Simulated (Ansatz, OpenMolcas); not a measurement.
How methods differ on HBS (hydrogen boron sulfide)

HBS: 3 atoms, total charge 0, spin state singlet. As SMILES, `B=S`. The shape is that of a GFN2-xTB optimisation.

```tsv
atom	x (Å)	y (Å)	z (Å)
B	-0.0410	-0.0161	0.1425
S	0.3953	0.1465	-1.3797
H	-0.3543	-0.1304	1.2371
```

Each level gives the energy change with the B1–S2 bond stretched from 1.592 to 3.184 Å (eV). The values are calculated.

```csv
level,kind,program,value (eV),less FCI/STO-3G
HF/STO-3G (restricted),Hartree–Fock,OpenMolcas,8.86,-0.10
BLYP/STO-3G (restricted),GGA,Ansatz,10.30,+1.34
BHLYP/STO-3G (restricted),global hybrid,Ansatz,10.16,+1.20
ACPF/STO-3G (restricted),coupled cluster or CI,OpenMolcas,9.76,+0.80
CISD/STO-3G (restricted),coupled cluster or CI,OpenMolcas,9.90,+0.94
FCI/STO-3G,exact in the basis,Ansatz,8.96,0.00
```

FCI/STO-3G is exact within its basis and frozen core, so for wave-function methods in that basis the difference is their error; functionals converge differently with the basis, so for them it is only a difference. The first shape isn't each level's own minimum. The values span 8.86 to 10.30 eV. All rows use very small basis sets, so none should be taken for the real molecule's value.
